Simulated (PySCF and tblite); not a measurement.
Results of a calculation; reference values are marked as such.
C₃H₆O₂, numbered as in [CH2:1]1[CH2:2][O:3][CH2:4][O:5]1.

Search: ETKDG and KDG, MMFF94s, GFN2-xTB, 60 starts; geometries at GFN2-xTB. Weights use TPSS-D3(BJ)/def2-TZVP energies plus GFN2-xTB zero-point and thermal terms (modes under about 100 cm⁻¹ blended into free rotors). Symmetry numbers and mirror images are counted. Conformers within 3 kcal/mol (GFN2-xTB free energy) were kept, 10 at most. GIAO shieldings: mPW1PW91/pcSseg-1. Shifts are against TMS (¹H), TMS (¹³C) at the same level. Run with PySCF (density fitting) and tblite.

(1) What shifts does this protocol give at 298.15 K under fast conformational exchange?

Shifts are unscaled: against experiment ¹³C can be off by 15 ppm or more and ¹H by 0.8 ppm.

Answers

(1) ¹H: 5.09 (H4, 2H), 3.96 (H1/H2, 4H) ppm. ¹³C: 99.9 (C4), 67.2 (C1/C2) ppm.
